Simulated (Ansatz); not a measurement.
# B3+ (quintet): wave-function methods side by side, def2-TZVPP

The task here is to estimate one member of a computed series from the others.

Method: def2-TZVPP, core rule «outside noble gas», up to 3 orbitals frozen; program: Ansatz 0.2.0, Gaussian basis.

Plan: UHF; ROHF; CCSD(T) on UHF.

### What is computed

The geometry is a PBE0/def2-TZVP stationary point (not a proven minimum) of the parent state, kept for this charge and spin.

3 atoms, charge 1, spin multiplicity 5.

Atoms are counted from 1 here; the program's logs count them from 0.

Bond lengths: B1–B2 1.522 Å, B2–B3 1.522 Å. Angles: B1–B2–B3 180.0°.

Set-up of the first run:

Contents of in.yaml:

```yaml
crystal:
  periodic: [false, false, false]
  atoms:
    - {symbol: B, position_ang: [0.000000, 0.000000, 1.521500]}
    - {symbol: B, position_ang: [0.000000, 0.000000, 0.000000]}
    - {symbol: B, position_ang: [0.000000, 0.000000, -1.521500]}
basis:
  gaussian: {orbitals: def2-TZVPP}
total_charge: 1
magnetization: {spin_polarized: true, initial_magnetization: 4}
hamiltonian: {xc: hf}
output: {orbitals: {seedname: orbitals}}
```

Command:

```console
ansatz run in.yaml --threads 1 --pin off --events-out ev --progress --plain --max-ram 3968MiB --backend cpu
```

Steps of the session up to this table: UHF; ROHF; CCSD(T) on UHF.

One table of the session follows, with a row left open; its other results are not shown here.

| method | from UCCSD(T) (meV) |
| --- | --- |
| ROHF | ? |
| UHF | +4846.4 |
| UMP2 | +1036.4 |
| UCCSD | +243.0 |
| UCCSD(T) | 0 |

Q: Estimate the row for ROHF from the others.

The run gave: from UCCSD(T) (meV): +4931.9. In the column «from UCCSD(T) (meV)» it is the highest.
